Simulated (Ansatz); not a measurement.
Born–Oppenheimer molecular dynamics of BClH₄ (6 atoms, charge 0, multiplicity 1). It starts at the highest image of a converged band. Of that band: Neighbouring images differ by up to 1.3 eV, so the band resolves the path poorly. A vibrational analysis at the climbing image gives one clearly imaginary mode, 1351i cm⁻¹: a first-order saddle point.

These are results of RHF/def2-SVPD in Ansatz, not measurements.

```
ensemble                      : NVE (velocity Verlet)
time step                     : 0.5 fs
steps asked                   : 200
starting velocities drawn for : 100 K
seed                          : 7077
```

First frame:

```xyz
6
Properties=species:S:1:pos:R:3
B 0.011 -0.133 0.106
H -0.001 0.180 1.356
H 1.068 0.105 -0.380
H -1.056 0.040 -0.383
Cl 0.075 -2.233 0.635
H 0.032 -0.882 1.357
```

(1) How far do the bonds stretch over the last three quarters of this one trajectory? (Pairs bonded in most of those frames.)

Results:

(1) 
```tsv
bond	mean (Å)	spread (Å)	shortest	longest
B1–H2	1.197	0.005	1.19	1.21
B1–H3	1.197	0.011	1.18	1.21
B1–H4	1.198	0.010	1.18	1.21
Cl5–H6	1.295	0.025	1.26	1.34
```

Mean temperature of the second half: 2178 K. The conserved energy stayed within 0.076 meV per atom of its start (net change -0.023 meV per atom), so the integration is sound. The system heated up, since it started high on the potential surface and ran downhill. A run of 0.1 ps of so small a system gives no equilibrium averages. The orbitals stay closed-shell, which can raise the energy where a bond breaks towards radicals; this wasn't checked here.

The run took 2.4 min on 1 thread of Arm Neoverse V1 (shared host), peak memory 0.12 GiB.
